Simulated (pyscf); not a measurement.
Structures and frequencies: ωB97X-D3(BJ)/def2-SVP in PySCF.

Q: What is the homolytic dissociation enthalpy (298 K, ωB97M-D3(BJ)/def2-TZVP) of the O–Ta bond of O=Ta(OH)(F)–F (SMILES [O]=[Ta]([OH])([F])[F]), to [O=Ta(F)–F]• + OH•?

A: O–Ta to [O=Ta(F)–F]• + OH•: 5.44 eV. The 7 functionals that were run give +5.33 (M06-2X) to +5.59 eV (ωB97X-D3(BJ)/def2-TZVP). The radicals are drawn with the spin at the cut bond; how far it spreads was not checked. Other isomers of [O=Ta(F)–F]• were not searched in full and may lie lower. Left out: the spin-orbit lowering of OH. Open-shell species with a d-block atom are single-reference here; other states, and whether the spin sits on metal or ligand, were not checked. Elements past Kr carry the def2 core potentials, without spin-orbit coupling.
